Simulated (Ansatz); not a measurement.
Reaction (isomerisation): `C1SS1` → `S=CS`

Program: Ansatz. Geometries: PBE0-D4/def2-TZVP. ΔE: electronic, gas phase. CBS: MP2 limit from def2 TZ/QZ plus the TZ coupled-cluster correction, frozen cores. This one scheme is used for every species. Functionals use def2-TZVPP. One conformer a species, not always the lowest.

Is it downhill or uphill in electronic energy at CCSD(T)/CBS, and by how much? (Best estimate.)

Ansatz gave: Nearly level: ΔE = -0.03 eV.

What do these levels give: revPBE-D4, r2SCAN0-D4, LC-ωPBE, RPA@PBE/def2-TZVPP, CCSD/def2-SVP, HF/def2-QZVPP? (Best estimate.)

Ansatz gave: revPBE-D4 -0.11, r2SCAN0-D4 -0.02, LC-ωPBE 0.14, RPA@PBE/def2-TZVPP -0.11, CCSD/def2-SVP -0.38, HF/def2-QZVPP -0.13 eV.

What do rigid-rotor, harmonic-oscillator terms from PBE0-D4/def2-TZVP frequencies (298.15 K, 1 bar) make of the CCSD(T)/CBS value? (Best estimate.)

The calculation gave: ΔZPE = -0.08 eV, ΔH = -0.10 eV, ΔS = 12 J/(mol·K), ΔG = -0.13 eV.

Largest T1 diagnostic among the species: 0.018.

Leaving LDA and LC-ωPBE aside and taking each functional with its dispersion term where it has one, the values, not all of them listed here, spread over 0.35 eV, from BLYP-D4 to PBE-QIDH. LDA lies +0.04 eV from PBE without D4. At CCSD(T), def2-SVP lies −0.40 eV from the extrapolated value and def2-TZVPP −0.07 eV. From BLYP to BHLYP (50 % exact exchange), in def2-TZVPP and without D4, ΔE moves by +0.19 eV.
